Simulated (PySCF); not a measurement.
Gas-phase reaction: CH₃C(CH₃)₂CH₃ + 4 AlH ⇌ AlH(CH₃)₂ + 3 AlCH₃

Energies from PySCF, thermal terms from the rigid-rotor harmonic-oscillator model, ideal gas at 1 bar. † marks an energy on the PBE0/def2-TZVP geometry and frequencies; other levels use their own. MP2 freezes the core. All species are closed-shell singlets. Methyl groups turn as free rotors in AlH(CH₃)₂. AlH(CH₃)₂, AlCH₃: computed as isolated molecules; such fragments, hydroxides, amides, oligomers or adducts are transient or little studied in the gas. MP2 isn't extrapolated to the basis-set limit; its ΔH°(298 K) is -255.3 kJ in def2-SVP and -299.4 kJ in def2-TZVPP. The harmonic model lacks anharmonicity and excited electronic states, which grow with temperature; levels with a mode under 35 cm⁻¹ are left out. Internal rotation in CH₃C(CH₃)₂CH₃ is treated as a harmonic vibration of one conformer, which makes the entropy rough.

```json
[
 {"level": "HF/def2-TZVP†", "ΔE electronic, kJ": "-249", "ΔH°(298 K), kJ": "-244", "ΔS°(298 K), J/K": "-25", "ΔG°(1000 K), kJ": "-221"},
 {"level": "M06-2X/def2-TZVP†", "ΔE electronic, kJ": "-312", "ΔH°(298 K), kJ": "-308", "ΔS°(298 K), J/K": "-25", "ΔG°(1000 K), kJ": "-284"},
 {"level": "MP2/def2-SVP†", "ΔE electronic, kJ": "-260", "ΔH°(298 K), kJ": "-255", "ΔS°(298 K), J/K": "-25", "ΔG°(1000 K), kJ": "-232"},
 {"level": "MP2/def2-TZVPP†", "ΔE electronic, kJ": "-304", "ΔH°(298 K), kJ": "-299", "ΔS°(298 K), J/K": "-25", "ΔG°(1000 K), kJ": "-276"},
 {"level": "PBE0/def2-TZVP", "ΔE electronic, kJ": "-311", "ΔH°(298 K), kJ": "-306", "ΔS°(298 K), J/K": "-25", "ΔG°(1000 K), kJ": "-283"},
 {"level": "ωB97X-V/def2-TZVP†", "ΔE electronic, kJ": "-293", "ΔH°(298 K), kJ": "-289", "ΔS°(298 K), J/K": "-25", "ΔG°(1000 K), kJ": "-265"}
]
```
ΔH° is lowest at M06-2X/def2-TZVP† and highest at HF/def2-TZVP†. No reference value is set beside these.
